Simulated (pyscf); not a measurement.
PySCF, gas phase, ωB97X-D3(BJ)/def2-SVP geometries. MP2 and CC: frozen core, UHF for open shells. ΔMP2 is the change of the MP2 total energy from the triple- to the quadruple-zeta basis.

**Question.** Estimate the classical barrier height and the reaction energy of Cl–Sn:–Cl [singlet] + H₂S -> HCl + HS–Sn:–Cl [singlet] at CCSD(T)/def2-TZVPP + ΔMP2(QZVPP). The step runs on the singlet surface, breaks Cl–Sn, H–S and forms Cl–H, S–Sn; take the separated reactants as zero.

**Answer.** ΔE‡ = 21.3 kJ/mol, ΔE = +30.7 kJ/mol. Zero-point energy shifts the barrier by -1.1 kJ/mol. It is a four-centre exchange, with an imaginary mode of 446i cm⁻¹. On the reactant side the descent ends in an adduct with a S–Sn contact (not fully relaxed), 59.8 kJ/mol under the separated species and 69.2 kJ/mol under the saddle at ωB97X-D3(BJ)/def2-TZVP. On the product side the descent ends in a complex, 31.8 kJ/mol under the separated species and 11.3 kJ/mol under the saddle at ωB97X-D3(BJ)/def2-TZVP. At CCSD(T) the saddle lies under the separated products, which points to a path from their complex (located at ωB97X-D3(BJ) alone), and parting the products costs more than the saddle. What is counted as formed (S–Sn) is already present as a longer contact in the reactant adduct; forming that adduct is a step of its own. At ωB97X-D3(BJ)/def2-TZVP the barrier from the zero used here is 9.4 kJ/mol. One saddle was located; it need not be the lowest between these sides. The CCSD(T) − MP2 part came from Ansatz, without density fitting, on the same reference. The frozen core leaves the outer d or s,p core shells of the metals and heavy elements correlated in the MP2 and CC values, and def2-TZVPP describes them poorly, which can shift differences by a few kcal/mol. Elements past Kr carry the def2 core potentials, without spin-orbit coupling.
